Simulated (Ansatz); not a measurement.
We consider chalcopyrite CdGeAs₂, described by LDA (Ansatz, a program for electronic structure, PAW).

Settings: plane-wave cutoff 520 eV, 8×8×8 k mesh, Fermi–Dirac smearing 0.01 eV, scalar-relativistic PAW data made under PBE.

Response to compression and expansion:

Shape and atoms are relaxed at each volume.

```csv
V (Å³/atom),P (GPa),c (Å),a (Å)
23.237,2.95,11.050,5.801
23.721,1.39,11.139,5.837
24.206,0.00,11.224,5.874
24.690,-1.24,11.311,5.910
25.174,-2.35,11.393,5.946
```

Note: this level leaves the solid without a gap, although one is measured.
